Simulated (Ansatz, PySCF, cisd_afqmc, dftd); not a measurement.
Species: OF2, charge 0, singlet. OF2 (SMILES FOF).
B3LYP-D3(BJ)/def2-TZVP minimum from Ansatz (an electronic-structure program):
```
O
F 1 1.4020
F 1 1.4020 2 103.99
```
Charge 0, spin multiplicity 1.

Quantity: enthalpy of formation at 298 K (by atomisation, with ideal-gas terms from PySCF's Hessian at B3LYP-D3(BJ)/def2-TZVP and the atoms' measured values of the G2/97 table; no spin-orbit terms), in kcal/mol. UHF or UKS for unpaired electrons; spin-orbit terms are left out. Correlated methods leave the cores frozen. Rows without X2C or -DK are non-relativistic. AFQMC/CISD: phaseless, guided by CISD from CCSD amplitudes; bars are statistical, one sigma. Outlying blocks are dropped, and bars are widened where a walk drifts. Over all cases where full CI ran beside it in this data, AFQMC minus full CI had a median of +0.1 mEh and passed +0.4 mEh in a tenth of the cases. CBS(X,Y): correlation extrapolated as X^-3, Hartree-Fock from the larger set (Q,5: extrapolated as (X+1)exp(-9√X)). A bracket is a step between two methods taken in the basis named. Functionals run without relativity, which enters their misses. '+ core + X2C': CCSD(T) terms for core correlation (cc-pwCVTZ) and scalar relativity (cc-pVTZ-DK). The restricted determinant of F2O (FOF, singlet) is unstable towards broken spin symmetry in at least one set run.

Measured: 5.9 kcal/mol, 24.7 kJ/mol (Active Thermochemical Tables 1.112 (ions: stationary electron), as tabulated in the package chemicals); atomic spin-orbit terms, which the calculations lack, would raise the computed values.

```json
[
 {"level": "B3LYP/def2-TZVPD", "program": "Ansatz", "enthalpy of formation at 298 K (kcal/mol)": "5.7", "error against that value": "-0.2"},
 {"level": "CAM-B3LYP-D3(BJ)/def2-TZVPD", "program": "Ansatz + dftd3", "enthalpy of formation at 298 K (kcal/mol)": "5.0", "error against that value": "-0.9"},
 {"level": "MP2/CBS(cc-pVTZ,cc-pVQZ)", "program": "Ansatz", "enthalpy of formation at 298 K (kcal/mol)": "-4.8", "error against that value": "-10.7"},
 {"level": "CCSD/CBS(cc-pVTZ,cc-pVQZ)", "program": "Ansatz", "enthalpy of formation at 298 K (kcal/mol)": "20.4", "error against that value": "14.5"},
 {"level": "CCSDT(Q)/cc-pVTZ", "program": "Ansatz", "enthalpy of formation at 298 K (kcal/mol)": "13.3", "error against that value": "7.4"},
 {"level": "CCSD(T)/CBS(cc-pVQZ,cc-pV5Z) + [CCSDT(Q) - CCSD(T)]/cc-pVDZ + core + X2C", "program": "Ansatz", "enthalpy of formation at 298 K (kcal/mol)": "4.1", "error against that value": "-1.8"},
 {"level": "CCSD(T)/CBS(cc-pVQZ,cc-pV5Z) + [AFQMC/CISD - CCSD(T)]/cc-pVTZ + core + X2C", "program": "Ansatz + cisd_afqmc", "enthalpy of formation at 298 K (kcal/mol)": "5.1 ± 0.3", "error against that value": "-0.8"},
 {"level": "CCSD(T)/CBS(cc-pVQZ,cc-pV5Z) + [CCSDT(Q) - CCSD(T)]/cc-pVTZ + core + X2C", "program": "Ansatz", "enthalpy of formation at 298 K (kcal/mol)": "4.7", "error against that value": "-1.2"}
]
```
